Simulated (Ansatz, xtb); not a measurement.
Relative energy of two isomers of C5H6S

Structure a is `CC1=CC(=S)C1`, a singlet and structure b is `Cc1ccsc1`, a singlet. Both are isolated molecules in the gas phase, relaxed with PBE0-D3(BJ)/def2-SVP.

Quicker runs give these differences E(b) − E(a): GFN2-xTB −32.6 kcal/mol; HF/STO-3G −49.8 kcal/mol (at GFN2-xTB geometries); r2SCAN-D4/def2-SVP −35.7 kcal/mol (at GFN2-xTB geometries).

Estimate E(b) − E(a) at the level CCSD(T)/def2-SVP + ΔMP2/def2-TZVPP.

Calculated at CCSD(T)/def2-SVP + ΔMP2/def2-TZVPP: E(b) − E(a) = −36.5 kcal/mol, so structure b lies lower.

The same difference at several levels:

```csv
level,geometry,E(b) − E(a) (kcal/mol),departure from the last row (kcal/mol),"job, with rough time for the two"
GFN2-xTB,GFN2-xTB,−32.6,+3.9,"optimisation, 0.16 s"
HF/STO-3G,GFN2-xTB,−49.8,−13.3,"single point, 0.28 s"
r2SCAN-D4/def2-SVP,GFN2-xTB,−35.7,+0.8,"single point, 2.8 s"
PBE0-D3(BJ)/def2-SVP,PBE0-D3(BJ)/def2-SVP,−33.9,+2.6,"optimisation, 41 s"
HF/def2-SVP,PBE0-D3(BJ)/def2-SVP,−29.7,+6.9,part of the CCSD(T) run
MP2/def2-SVP,PBE0-D3(BJ)/def2-SVP,−37.0,−0.5,part of the CCSD(T) run
CCSD(T)/def2-SVP,PBE0-D3(BJ)/def2-SVP,−32.8,+3.7,single point
CCSD(T)/def2-SVP + ΔMP2/def2-TZVPP,PBE0-D3(BJ)/def2-SVP,−36.5,,"single point, 30 s"
```

As drawn, b has 3 C∷C, 2 C∷S in place of 3 C–C, 1 C=C, 1 C=S (∷ is an aromatic bond). Structure a has a 4-membered ring, b a 5-membered ring (with an aromatic ring).

None of the levels shown reverses the order. The largest departure from CCSD(T)/def2-SVP + ΔMP2/def2-TZVPP is that of HF/STO-3G, 13.3 kcal/mol. The last row adds to CCSD(T) the change of the MP2 difference between the two basis sets, here −3.7 kcal/mol, a large step that makes the value less sure.

With thermal terms from frequencies at re-optimised GFN2-xTB minima (ideal gas, soft modes damped towards free rotors, one conformer each, 298.15 K, 1 atm): on the last row, ΔE + ΔZPE = −36.0, ΔH = −36.4, ΔG = −35.5 kcal/mol.

The correlated steps freeze 10 core orbitals. Programs: Ansatz 0.2.0, xtb 6.7.1; the last row on 4 threads of Arm Neoverse V1 on a shared host.
